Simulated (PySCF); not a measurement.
PySCF input (M06-L/def2-TZVPD):

```python
from pyscf import gto, scf, dft

mol = gto.M(
    atom='''
    C     1.20714507   -0.43893973   -0.00256418
    C     0.11798946    0.57141053    0.00482199
    N    -1.24139525   -0.02687100   -0.00131228
    H     1.53582640   -0.90177310    0.91941065
    H     1.53745215   -0.88648962   -0.93147757
    H     0.18297362    1.22496543   -0.86746879
    H     0.18143178    1.21047070    0.88789918
    H    -1.35007526   -0.63365410    0.80545776
    H    -1.34864912   -0.62024710   -0.81818214
    ''',
    basis='def2-tzvpd',
    charge=0,
    spin=1,
    verbose=4,
)

mf = dft.UKS(mol, xc='m06l').density_fit(auxbasis='def2-universal-jkfit')
mf.grids.level = 4
mf.conv_tol = 1e-9
mf.max_cycle = 100
mf.max_memory = 1500
mf.kernel()
if not mf.converged:
    mf = mf.newton()
    mf.kernel(mf.make_rdm1())
for _ in range(2):
    mo, _, stable, _ = mf.stability(return_status=True)
    if stable:
        break
    mf.kernel(mf.make_rdm1(mo, mf.mo_occ))
mf.analyze()
```

Output:

```
PySCF version 2.14.0

[INPUT] verbose = 4
[INPUT] num. atoms = 9
[INPUT] num. electrons = 25
[INPUT] charge = 0
[INPUT] spin (= nelec alpha-beta = 2S) = 1
[INPUT] symmetry False subgroup None
[INPUT] Mole.unit = angstrom
[INPUT] Symbol           X                Y                Z      unit          X                Y                Z       unit  Magmom
[INPUT]  1 C      1.207145070000  -0.438939730000  -0.002564180000 AA    2.281173574919  -0.829475874891  -0.004845597934 Bohr   0.0
[INPUT]  2 C      0.117989460000   0.571410530000   0.004821990000 AA    0.222967764985   1.079809406393   0.009112240475 Bohr   0.0
[INPUT]  3 N     -1.241395250000  -0.026871000000  -0.001312280000 AA   -2.345897034836  -0.050778830693  -0.002479849799 Bohr   0.0
[INPUT]  4 H      1.535826400000  -0.901773100000   0.919410650000 AA    2.902291270877  -1.704104185500   1.737434324508 Bohr   0.0
[INPUT]  5 H      1.537452150000  -0.886489620000  -0.931477570000 AA    2.905363493124  -1.675222594070  -1.760237498475 Bohr   0.0
[INPUT]  6 H      0.182973620000   1.224965430000  -0.867468790000 AA    0.345770029820   2.314849174760  -1.639278434708 Bohr   0.0
[INPUT]  7 H      0.181431780000   1.210470700000   0.887899180000 AA    0.342856374492   2.287458104811   1.677886276426 Bohr   0.0
[INPUT]  8 H     -1.350075260000  -0.633654100000   0.805457760000 AA   -2.551272488951  -1.197432706708   1.522094571306 Bohr   0.0
[INPUT]  9 H     -1.348649120000  -0.620247100000  -0.818182140000 AA   -2.548577474936  -1.172097148556  -1.546140164611 Bohr   0.0

nuclear repulsion = 76.1025206657334
number of shells = 69
number of NR pGTOs = 222
number of NR cGTOs = 165
basis = def2-tzvpd
ecp = {}

******** <class 'pyscf.df.df_jk.DFUKS'> ********
method = DFUKS
initial guess = minao
damping factor = 0
level_shift factor = 0
DIIS = <class 'pyscf.scf.diis.CDIIS'>
diis_start_cycle = 1
diis_space = 8
diis_damp = 0
SCF conv_tol = 1e-09
SCF conv_tol_grad = None
SCF max_cycles = 100
direct_scf = False
number electrons alpha = 13  beta = 12
XC library pyscf.dft.libxc version 7.1.2
    S. Lehtola, C. Steigemann, M. J. T. Oliveira, and M. A. L. Marques,  SoftwareX 7, 1–5 (2018)
XC functionals = m06l
    Y. Zhao and D. G. Truhlar,  J. Chem. Phys. 125, 194101 (2006)
    Y. Zhao and D. G. Truhlar,  J. Chem. Phys. 125, 194101 (2006)
    Y. Zhao and D. G. Truhlar,  Theor. Chem. Acc. 120, 215 (2008)
radial grids:
    Treutler-Ahlrichs [JCP 102, 346 (1995); DOI:10.1063/1.469408] (M4) radial grids

becke partition: Becke, JCP 88, 2547 (1988); DOI:10.1063/1.454033
pruning grids: <function nwchem_prune>
grids dens level: 4
symmetrized grids: False
atomic radii adjust function: <function treutler_atomic_radii_adjust>
small_rho_cutoff = 0
Set gradient conv threshold to 3.16228e-05
tot grids = 179344
init E= -134.504290466687
  alpha nocc = 13  HOMO = -0.208024152769816  LUMO = 0.00703916771752729
[...]
  beta  nocc = 12  HOMO = -0.2182768353629  LUMO = -0.07819439882946
  HOMO = -0.177259867281  LUMO = -0.0781943988295  gap/eV = 2.69571
Extra cycle  E= -134.530074438399  delta_E= -8.64e-12  |g|= 8.48e-06  |ddm|= 6.05e-05
converged SCF energy = -134.530074438399  <S^2> = 0.75748839  2S+1 = 2.0074744
uhf_internal: lowest eigs of H = [0.94625785 0.95576457 0.97219119]
<class 'pyscf.df.df_jk.DFUKS'> wavefunction is stable in the internal stability analysis
**** SCF Summaries ****
Total Energy =                        -134.530074438398742
Nuclear Repulsion Energy =              76.102520665733365
One-electron Energy =                 -330.934718307645710
Two-electron Energy =                  120.302123203513574
Two-electron Coulomb Energy =          140.298895347054838
DFT Exchange-Correlation Energy =      -19.996772143541268
HOMO-LUMO gap [eV] =                     2.695708703298061
**** MO energy ****
                             alpha | beta                alpha | beta
MO #1   energy= -14.1608007647421  | -14.1581474251407  occ= 1 | 1
MO #2   energy= -10.0751851072545  | -10.0759347610312  occ= 1 | 1
MO #3   energy= -10.0522779429548  | -10.0393124471804  occ= 1 | 1
MO #4   energy= -0.852430551250421 | -0.844654353561211 occ= 1 | 1
MO #5   energy= -0.696039431478766 | -0.670593241887381 occ= 1 | 1
MO #6   energy= -0.571802420985527 | -0.54757357629282  occ= 1 | 1
MO #7   energy= -0.465695962999419 | -0.46255847837886  occ= 1 | 1
MO #8   energy= -0.397335368650264 | -0.391200483555156 occ= 1 | 1
MO #9   energy= -0.396415184175341 | -0.386224190841903 occ= 1 | 1
MO #10  energy= -0.378910644534535 | -0.370047737127841 occ= 1 | 1
MO #11  energy= -0.317686679603192 | -0.313229287639921 occ= 1 | 1
MO #12  energy= -0.234735783729825 | -0.2182768353629   occ= 1 | 1
MO #13  energy= -0.177259867281407 | -0.07819439882946  occ= 1 | 0
MO #14  energy= 0.0123367887618998 | 0.0143747793602328 occ= 0 | 0
MO #15  energy= 0.0395448839746659 | 0.0425424198103637 occ= 0 | 0
MO #16  energy= 0.0421497833490756 | 0.0502986285411899 occ= 0 | 0
MO #17  energy= 0.0512026839077695 | 0.0507287078691516 occ= 0 | 0
MO #18  energy= 0.0951775881179037 | 0.0952926272298705 occ= 0 | 0
MO #19  energy= 0.0994335936795331 | 0.102466489060927  occ= 0 | 0
MO #20  energy= 0.106522364290688  | 0.105801145144432  occ= 0 | 0
MO #21  energy= 0.127915892056402  | 0.124908395472089  occ= 0 | 0
MO #22  energy= 0.147033606317031  | 0.150610842557357  occ= 0 | 0
MO #23  energy= 0.156263881835161  | 0.16103153156171   occ= 0 | 0
MO #24  energy= 0.174054689433048  | 0.17031710002659   occ= 0 | 0
MO #25  energy= 0.175576666285687  | 0.17676660570821   occ= 0 | 0
MO #26  energy= 0.182790421847001  | 0.178925929527566  occ= 0 | 0
MO #27  energy= 0.185063687636096  | 0.18784272363657   occ= 0 | 0
MO #28  energy= 0.190590164363844  | 0.191332446175659  occ= 0 | 0
MO #29  energy= 0.199348929968169  | 0.193947878816612  occ= 0 | 0
MO #30  energy= 0.212823779477907  | 0.217546617341255  occ= 0 | 0
MO #31  energy= 0.231787316045178  | 0.236284951110827  occ= 0 | 0
MO #32  energy= 0.237373985211599  | 0.238518874126707  occ= 0 | 0
MO #33  energy= 0.249974826541929  | 0.254678231504158  occ= 0 | 0
MO #34  energy= 0.262400913210335  | 0.26636868362807   occ= 0 | 0
MO #35  energy= 0.263711557001821  | 0.267072571699981  occ= 0 | 0
MO #36  energy= 0.292254590036299  | 0.293216880500441  occ= 0 | 0
MO #37  energy= 0.301506620146504  | 0.295313893182278  occ= 0 | 0
MO #38  energy= 0.306946227281576  | 0.306498328162042  occ= 0 | 0
MO #39  energy= 0.309631929347552  | 0.313605227687587  occ= 0 | 0
MO #40  energy= 0.31747740819051   | 0.314673086056638  occ= 0 | 0
MO #41  energy= 0.331051802706326  | 0.329349438086122  occ= 0 | 0
MO #42  energy= 0.334543587879612  | 0.339560201787035  occ= 0 | 0
MO #43  energy= 0.342276373195417  | 0.340959535940676  occ= 0 | 0
MO #44  energy= 0.344577162831237  | 0.346522604108426  occ= 0 | 0
MO #45  energy= 0.358187534044352  | 0.360663551773529  occ= 0 | 0
MO #46  energy= 0.386694311443718  | 0.377809236932996  occ= 0 | 0
MO #47  energy= 0.395678056470974  | 0.392623464196001  occ= 0 | 0
MO #48  energy= 0.407185422264772  | 0.407426936060683  occ= 0 | 0
MO #49  energy= 0.416298260558346  | 0.41391492420334   occ= 0 | 0
MO #50  energy= 0.420226889663552  | 0.41873219346788   occ= 0 | 0
MO #51  energy= 0.426155111994444  | 0.424319617268233  occ= 0 | 0
MO #52  energy= 0.448996716863018  | 0.448450938439067  occ= 0 | 0
MO #53  energy= 0.451523353688978  | 0.473878782709951  occ= 0 | 0
MO #54  energy= 0.475270778971705  | 0.480152599136798  occ= 0 | 0
MO #55  energy= 0.495161732194587  | 0.497391240244177  occ= 0 | 0
MO #56  energy= 0.499880357576734  | 0.508706386969081  occ= 0 | 0
MO #57  energy= 0.523940445323849  | 0.530319636348845  occ= 0 | 0
MO #58  energy= 0.539428103967384  | 0.540209286994095  occ= 0 | 0
MO #59  energy= 0.540496894222726  | 0.547120046544968  occ= 0 | 0
MO #60  energy= 0.59403240720752   | 0.593889686670585  occ= 0 | 0
MO #61  energy= 0.598455483200845  | 0.600810402184414  occ= 0 | 0
MO #62  energy= 0.646810483842038  | 0.642443806411502  occ= 0 | 0
MO #63  energy= 0.658279516507193  | 0.657261842786318  occ= 0 | 0
MO #64  energy= 0.674612609886785  | 0.674176546613113  occ= 0 | 0
MO #65  energy= 0.685372892067772  | 0.684789750902678  occ= 0 | 0
MO #66  energy= 0.699235900452624  | 0.686027243226798  occ= 0 | 0
MO #67  energy= 0.710679133916835  | 0.693497564664148  occ= 0 | 0
MO #68  energy= 0.71957214210529   | 0.719510911730013  occ= 0 | 0
MO #69  energy= 0.735398389260887  | 0.731290907550852  occ= 0 | 0
MO #70  energy= 0.755593926058626  | 0.74586839427423   occ= 0 | 0
MO #71  energy= 0.779806620319329  | 0.782171946535693  occ= 0 | 0
MO #72  energy= 0.805481370569644  | 0.803622928794654  occ= 0 | 0
MO #73  energy= 0.835757126236584  | 0.835572778145346  occ= 0 | 0
MO #74  energy= 0.848689129825835  | 0.853128383262291  occ= 0 | 0
MO #75  energy= 0.90614489608172   | 0.903743061521783  occ= 0 | 0
MO #76  energy= 0.90763820545229   | 0.909024812515193  occ= 0 | 0
MO #77  energy= 0.94891920038966   | 0.951139370231246  occ= 0 | 0
MO #78  energy= 1.01310347792998   | 1.02072405295447   occ= 0 | 0
MO #79  energy= 1.02361598017464   | 1.02211617238838   occ= 0 | 0
MO #80  energy= 1.11162312886149   | 1.11046989710599   occ= 0 | 0
MO #81  energy= 1.13099408029233   | 1.12733039144596   occ= 0 | 0
MO #82  energy= 1.1684275708516    | 1.16268465222933   occ= 0 | 0
MO #83  energy= 1.19930581945132   | 1.21393837972342   occ= 0 | 0
MO #84  energy= 1.25166451748146   | 1.24823941654793   occ= 0 | 0
MO #85  energy= 1.34960517901315   | 1.35231735537206   occ= 0 | 0
MO #86  energy= 1.44862264087825   | 1.45022485322835   occ= 0 | 0
MO #87  energy= 1.46079479918308   | 1.45993370590049   occ= 0 | 0
MO #88  energy= 1.55621384717858   | 1.56212238998293   occ= 0 | 0
MO #89  energy= 1.563770150678     | 1.56820391282873   occ= 0 | 0
MO #90  energy= 1.68662588867127   | 1.70285974351166   occ= 0 | 0
MO #91  energy= 1.72894247679737   | 1.72936626419335   occ= 0 | 0
MO #92  energy= 1.75057190026199   | 1.7384518872335    occ= 0 | 0
MO #93  energy= 1.76114427467637   | 1.75722100553196   occ= 0 | 0
MO #94  energy= 1.76371402171841   | 1.77645401944182   occ= 0 | 0
MO #95  energy= 1.83448283242248   | 1.82286705862849   occ= 0 | 0
MO #96  energy= 1.83931303165332   | 1.83261817174154   occ= 0 | 0
MO #97  energy= 1.87041198679328   | 1.85139002451086   occ= 0 | 0
MO #98  energy= 1.87753637923939   | 1.87083775382484   occ= 0 | 0
MO #99  energy= 1.91512327427681   | 1.89595351977474   occ= 0 | 0
MO #100 energy= 1.95216206005496   | 1.94253038742605   occ= 0 | 0
MO #101 energy= 1.98520086992      | 1.97878065424845   occ= 0 | 0
MO #102 energy= 2.09068912460788   | 2.07795535588154   occ= 0 | 0
MO #103 energy= 2.10646964601956   | 2.08754056316823   occ= 0 | 0
MO #104 energy= 2.14741447077614   | 2.14840385638467   occ= 0 | 0
[...]
```

It need not be the lowest isomer of its formula.
